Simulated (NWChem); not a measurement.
Correlation energy of O (+1)

```
O
```
Charge +1, spin multiplicity 4.

Everything below was run with NWChem.

Basis set: def2-SVP. Each correlation energy counts from its own Hartree-Fock reference.

The correlated methods keep 1 core orbital frozen. No SCF solution was tested for a lower state. Open-shell Hartree-Fock references start from PBE0 orbitals. Coupled-cluster values serve here as a point of comparison, not as the truth.

| method | correlation energy (mHa) |
|---|---|
| UMP2 | ? |
| SCS-UMP2 | -66.0 |
| CCSD on UHF | ? |
| CCSD[T] on UHF | -84.5 |
| CCSD(T) on UHF | -84.4 |
| CCSD on ROHF | ? |
| CCSD[T] on ROHF | -89.0 |
| CCSD(T) on ROHF | -89.0 |
| CCSDT on ROHF | -89.1 |

Q: Fill in the missing entries.

A: 
- UMP2, correlation energy (mHa): -68.9
- CCSD on UHF, correlation energy (mHa): -83.9
- CCSD on ROHF, correlation energy (mHa): -88.4
